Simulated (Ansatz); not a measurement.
## CH2OS, SMILES OC=S: a relaxed scan of one distance, step by step

Program: Ansatz's Python interface.

Notebook, run cell by cell (the value of a cell's last expression is shown):

**Cell 1**
```python
import ansatz as az
import numpy as np
```

**Cell 2**
```python
params = {
    "basis": "def2-SVP",
    "xc": "hf",
}
```

**Cell 3**
```python
geometry = (
    az.Crystal.molecule()
    .atom("O", [-0.8992, -0.3065, 0.1201])
    .atom("C", [0.3612, 0.0175, 0.056])
    .atom("S", [1.3082, -0.6274, 1.2072])
    .atom("H", [-1.3545, 0.1775, -0.6208])
    .atom("H", [0.6342, 0.6653, -0.804])
)
```

**Cell 4**
```python
setup = geometry.calculation()
setup = setup.basis(gaussian=params["basis"])
setup = setup.functional(params["xc"]).accuracy("medium")
setup = setup.scf(lower_state_search="standard")
symbols = [site.symbol for site in geometry.cartesian_sites]
pairs = [(0, 1), (0, 3), (1, 2), (1, 4)]
print("held (A)   E (eV)        ", "  ".join(f"{symbols[i]}{i}-{symbols[j]}{j}" for i, j in pairs))
for length in [1.49, 1.62, 1.75, 1.95, 2.19]:
    r = setup.relax(constraints=[az.DistanceConstraint((1, 2), at=length)], force_tolerance=0.02, max_steps=60).run().report
    xyz = np.array(r["positions_ang"])
    print(f"{length:6.2f} {r['free_energy_ev']:14.5f}  ", "  ".join(f"{np.linalg.norm(xyz[i] - xyz[j]):.3f}" for i, j in pairs))
```
Output:
```text
held (A)   E (eV)         O0-C1  O0-H3  C1-S2  C1-H4
DeckWarning: relax.constraints: the input's atoms, or those drawn, lie off the distances that are held; a relaxation that starts there is brought onto them ahead of its first SCF, by positions alone, an atom by 6.71e-2 Å at the most. With the symmetry [...]
  1.49   -13909.63435   1.331  0.946  1.490  1.095
  1.62   -13909.99938   1.311  0.947  1.620  1.091
  1.75   -13909.62315   1.294  0.948  1.750  1.089
  1.95   -13908.48781   1.274  0.950  1.950  1.089
  2.19   -13907.13335   1.261  0.953  2.190  1.093
```

What to keep in mind:
- These settings explore the input space; basis and method may be short of convergence.
- Warnings are shown shortened and without file and line.
- The energies are electronic: no zero-point or thermal terms, and the basis set is short of its limit.
- Hardware and time: 25 s on 1 thread of Arm Neoverse V1, on a shared host, peak memory 0.19 GiB.
